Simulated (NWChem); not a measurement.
Species: NO2, doublet; SMILES N([O])=O

```xyz
3

O     -1.0929     0.0000    -0.1385
N      0.0000     0.0000     0.3140
O      1.0929     0.0000    -0.1385
```
Atoms are numbered in this order, from 1.

Level: PBE0/def2-SVP, spin-unrestricted (NWChem), optimised geometry, unscaled harmonic frequencies. In the optimisation the excess spin sits in a1 (C2v, its own frame).

```tsv
frequency (cm⁻¹)	IR intensity (km/mol)
790	10.5
1492	1.1
1888	397.0
```

- zero-point energy = 6.0 kcal/mol
- thermal correction to the enthalpy at 298.15 K (with zero-point energy) = 8.4 kcal/mol
- heat capacity Cv = 6.7 cal/(mol K)
- entropy at 298.15 K and 1 atm (symmetry number 2, electronic part: spin degeneracy alone) = 57.2 cal/(mol K)
- dipole moment = 0.34 D

Rigid rotor and harmonic oscillator.
